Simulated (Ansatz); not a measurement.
## AsH, singlet in aug-cc-pVDZ: errors against full CI

Geometry: a point of a stretch scan, not a stationary point.

```tsv
atom	x (Å)	y (Å)	z (Å)
As	0.0000	0.0000	0.0000
H	0.0000	0.0000	1.8300
```

Basis aug-cc-pVDZ; Ansatz 0.2.0. Only valence electrons are correlated (noble-gas cores and the filled d shells of p-block atoms frozen), which leaves 6 electrons in 31 orbitals. Prefix R: restricted or restricted open-shell reference. Active spaces: valence = (6e, 5o) chosen from the atoms' valence shells. No spin–orbit coupling is included, and no scalar relativity.

Full CI is exact within this basis and frozen core; it isn't the basis-set limit.

The determinant fills πx and πy unequally, so it is a mixture of Σ and Δ, which weighs on every level built on one determinant.

```
UHF ⟨S²⟩                          : 1.025
T1 diagnostic (RCCSD)             : 0.0130
largest doubles amplitude (RCCSD) : 0.355
```

Question: From what is known of these methods and the diagnostics, rank them by the size of their error in total energy against full CI in aug-cc-pVDZ, smallest first (an estimate: the text doesn't fix the numbers).
A. BCCD(T)
B. RCCSDT(Q)
C. RMP2
D. RHF
E. CASSCF (valence space)

Answer: B (5 meV), A (173 meV), C (1192 meV), E (2480 meV), D (3728 meV).

All errors are against full CI in aug-cc-pVDZ. Below it: RCCSDT(Q). Within each family the higher level lies nearer, as is usual though not guaranteed.

The program itself flagged as in doubt: RCCSDT(Q).

The full-CI state has the irrep A1 of C2v, in the program's axes (one component, if the state is degenerate).

Its occupations show that no single determinant describes this state well.

Natural occupations of full CI about the gap: 1.954 1.908 0.998 0.973 0.070 0.020 0.014 0.014 0.010 0.007; effectively unpaired electrons, Σ n²(2−n)², 2.06.
